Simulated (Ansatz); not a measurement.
# CCSD(T) forces

SiH3, doublet, displaced at random from a GFN2-xTB minimum.

Si1  (0.289, -0.218, -0.118)
H2  (0.733, 0.816, 1.155)
H3  (-0.403, -1.423, 0.004)
H4  (-0.646, 1.021, -1.190)
(Å)

Ansatz 0.2.0; basis: def2-TZVPP; cores frozen in the correlated methods; orbitals are unrestricted. B3LYP uses VWN-RPA correlation.

CCSD(T) forces from the calculation:
```tsv
atom	Fx	Fy	Fz (eV/Å)
Si1	0.371	5.548	-0.775
H2	-0.761	-1.889	-1.486
H3	-1.037	-1.459	0.608
H4	1.428	-2.201	1.653
```

(1) Which atom feels the largest CCSD(T) force, and how large is it?

The T1 diagnostic stays at or below 0.019. ⟨S²⟩ of the unrestricted Hartree–Fock references: 0.76 (a pure state has 0.75).

## Answers

(1) Si1, 5.61 eV/Å, along (0.07, 0.99, -0.14).

Root-mean-square difference of the force components from those of CCSD(T): PBE0-D4 0.044; wB97M-V 0.042; r2SCAN-D4 0.028; PBE-D4 0.143; B3LYP-D4 0.056; LC-wPBE 0.126 eV/Å.

For scale, one of the runs: CCSD(T)/def2-TZVPP forces, 84 basis functions (an equivalent command: `ansatz run in.yaml --threads 4`). Hardware: 4 CPU threads, shared host. Wall time about 3 s.
